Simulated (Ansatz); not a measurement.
The input, for Ansatz 0.2.0:

```yaml
crystal:
  periodic: [false, false, false]
  atoms:
    - {symbol: O, position_ang: [-0.141665, -0.049094, 0.000000]}
    - {symbol: H, position_ang: [-0.390974, 0.877481, 0.000000]}
    - {symbol: H, position_ang: [0.850335, -0.049094, 0.000000]}
    - {symbol: H, position_ang: [1.789335, -0.049094, 0.000000]}
basis:
  gaussian: {orbitals: cc-pVDZ}
magnetization: {spin_polarized: false, initial_magnetization: 1}
correlation: {method: fic_mrcisd_q, electrons: outside_noble_gas, active_space: {window: {electrons: 9, orbitals: 7}, shells: [{species: H, l: s, shell: 1}, {species: O, l: s, shell: 2}, {species: O, l: p, shell: 2}]}}
```

```sh
$ ansatz run in.yaml --threads 1 --pin off --events-out ev --progress --plain --max-ram 5120MiB --backend cpu
```

Question: Roughly how long does this take on 1 thread of AMD EPYC 7R13, shared host, and how much host memory?

Answer: 1 s wall and 0.16 GiB.

```
467 factors; integrals over basis functions are off by at most 2.4e-7 eV
mean field evaluation 1: about -2079.3146 eV, gradient 2.8e1 eV
mean field evaluation 2: about -2079.3151 eV, gradient 2.8e1 eV
mean field evaluation 4: about -2081.0742 eV, gradient 2.5e0 eV
mean field evaluation 8: about -2081.1428 eV, gradient 7.3e-2 eV
mean field evaluation 16: about -2078.4189 eV, gradient 2.8e-2 eV
mean field -2081.14279880 eV, -76.4805872068 hartree, gradient 1.5e-6 eV, S^2 0.750000; 3 other end points of the search recorded, 0 dependent functions left out
reference -2081.14279880 eV, -76.4805872068 hartree; 6, 5 occupied and 23, 24 virtual orbitals, 467 factors
state -2082.70681587 eV, -76.5380637739 hartree
contracted CI cycle   1: correlation 0.00000000 eV, 0.0000000000 hartree, residual 2.38e1 eV
contracted CI cycle   2: correlation -4.34498102 eV, -0.1596751072 hartree, residual 4.44e0 eV
contracted CI cycle   3: correlation -4.51270138 eV, -0.1658387169 hartree, residual 9.56e-1 eV
contracted CI cycle   4: correlation -4.52116168 eV, -0.1661496271 hartree, residual 2.48e-1 eV
contracted CI cycle   5: correlation -4.52172616 eV, -0.1661703713 hartree, residual 5.75e-2 eV
contracted CI cycle   6: correlation -4.52175564 eV, -0.1661714549 hartree, residual 1.28e-2 eV
contracted CI cycle   7: correlation -4.52175711 eV, -0.1661715089 hartree, residual 2.83e-3 eV
contracted CI cycle   8: correlation -4.52175718 eV, -0.1661715116 hartree, residual 6.55e-4 eV
state -2082.70681587 eV, -76.5380637739 hartree; corrected -2087.42002291 eV, -76.7112709378 hartree
Total energy: -2087.42002291 eV, -76.7112709378 hartree
Checks for a lower state left out: starts, orbital_swaps
```

Natural occupations: 1.9994 1.9984 1.9781 1.9769 1.0019 0.0235 0.0217.

For the same geometry and basis UCCSDTQ lies 21.9 meV lower.
